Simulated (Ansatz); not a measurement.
System: fcc Ag. Method: PBE (Ansatz, a program for electronic structure, plane waves, PAW).

Numerical settings: plane-wave cutoff 520 eV, 24×24×24 k mesh, Fermi–Dirac smearing 0.05 eV, no spin polarisation, scalar-relativistic PAW data made under PBE.

Pressure at four volumes; x = ln(V/17.833 Å³). One pressure is withheld.

| V (Å³/atom) | x | P (GPa) |
|---|---|---|
| 16.763 | -0.0619 | 6.77 |
| 17.833 | 0.0000 | 0.01 |
| 18.547 | 0.0393 | -3.20 |
| 18.903 | 0.0583 | ? |

Problem. Pass a parabola P(x) through the three rows shown, estimate the bulk modulus and its pressure derivative near zero pressure, and predict the withheld pressure.

Solution. Slopes between the rows: (0.01 − (6.77))/(0.0000 − (-0.0619)) = -109.21 and (-3.20 − (0.01))/(0.0393 − (0.0000)) = -81.68 GPa. Their difference over the span 0.1012 is c = 27.53/0.1012 = 272.0 GPa, so P(x) = 6.77 + (-109.21)(x − (-0.0619)) + 272.0 (x − (-0.0619))(x − (0.0000)). At the middle row B = −dP/dx = −[-109.21 + 272.0 × 0.0619] = 92.4 GPa, and B′ = dB/dP = 2c/B = 5.9. At x = 0.0583 the parabola gives -4.45 GPa; the run gives -4.51 GPa. The Birch–Murnaghan fit to the energies at all volumes has B0 = 91.5 GPa and B′ = 5.7.

Measured, for comparison: bulk modulus 110 GPa (corrected for temperature and zero-point phonon effects, sources range from 104 to 111; as tabulated in Levämäki et al. (2014), arXiv:1402.3671). Computed less measured: bulk modulus -17 % (-12 % to -18 % over the range).
